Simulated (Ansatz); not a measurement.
Zinc-blende InP was calculated with r²SCAN (plane waves, PAW; Ansatz, a program for electronic structure).

The same calculation (at the measured cell, 25.270 Å³/atom) with different numerical settings:

```
run    k mesh  zone-centre TO phonon frequency (cm⁻¹)   rough time
---  --------  --------------------------------------  -----------
1       4×4×4                                   304.7    30 core-s
2       6×6×6                                   303.7    60 core-s
3       8×8×8                                   303.6   100 core-s
4    12×12×12                                   303.5   5 core-min
5    16×16×16                                   303.5   9 core-min
6    20×20×20                                   303.5  20 core-min
```

In the column zone-centre TO phonon frequency the first row differs from the last by +1.2 and the next to last by 0.0.

The last row is no converged limit: other settings stay fixed.
